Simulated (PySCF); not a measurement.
Gas-phase reaction: 2 CF3 + 2 C2H3 (vinyl) ⇌ 3 CHF2 + 3 CH

Method: PySCF energies (xtb for GFN2) plus ideal-gas RRHO corrections (1 bar). † marks an energy on the PBE0/def2-TZVP geometry and frequencies; other levels use their own. Open shells (unrestricted): CF3 (multiplicity 2), C2H3 (vinyl) (multiplicity 2), CHF2 (multiplicity 2), CH (multiplicity 2, electronic degeneracy 4). GFN2 has no spin-polarisation term. Spin-orbit splitting is ignored; it lowers the true energy and changes the entropy of CH. CHF2: computed as isolated molecules; such fragments, hydroxides, amides, oligomers or adducts are transient or little studied in the gas. The harmonic model lacks anharmonicity and excited electronic states, which grow with temperature; levels with a mode under 35 cm⁻¹ are left out. Warning, spin contamination: CH (BLYP/def2-TZVP†, PBE0/def2-QZVP†, PBE0/def2-SVP†).

ΔH° and ΔS° at 298 K: BLYP/def2-TZVP† 1374 kJ, 320 J/K; GFN2-xTB 1573 kJ, 318 J/K; PBE0/def2-QZVP† 1438 kJ, 320 J/K; PBE0/def2-SVP† 1483 kJ, 320 J/K.

Task: With the heat capacities included, give log10 K (1 bar) at 800, 1000, 1200, 1400, 2000 K from BLYP/def2-TZVP†, GFN2-xTB, PBE0/def2-QZVP†, PBE0/def2-SVP†.

Result: 
| T (K) | BLYP/def2-TZVP† | GFN2-xTB | PBE0/def2-QZVP† | PBE0/def2-SVP† |
|---|---|---|---|---|
| 800 | -72.7 | -85.8 | -76.9 | -79.8 |
| 1000 | -54.7 | -65.3 | -58.1 | -60.4 |
| 1200 | -42.7 | -51.6 | -45.5 | -47.5 |
| 1400 | -34.2 | -41.8 | -36.6 | -38.3 |
| 2000 | -18.9 | -24.2 | -20.6 | -21.7 |
